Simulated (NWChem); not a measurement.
System: N$_{2}$H cation; SMILES N#[NH+]

```xyz
3

N      0.0000     0.0000     0.6578
N      0.0000     0.0000    -0.4350
H      0.0000     0.0000    -1.4794
```
Atoms are numbered in this order, from 1.

The geometry was optimised at PBE0/def2-SVP.

Hartree-Fock couplings suffer from near triplet instabilities.

Question: Split the isotropic spin-spin couplings (Hz) from Hartree-Fock/pcJ-1 (NWChem) into Fermi-contact, spin-dipolar, paramagnetic and diamagnetic spin-orbit terms, for the pairs 1–2, 1–3, 2–3.

Answer: 
```csv
pair,FC,SD,PSO,DSO,total
14N(1)–14N(2),17.08,9.07,2.35,-0.01,28.49
14N(1)–1H(3),-16.99,-2.80,5.02,-0.62,-15.39
14N(2)–1H(3),181.02,4.13,-2.21,0.14,183.08
```
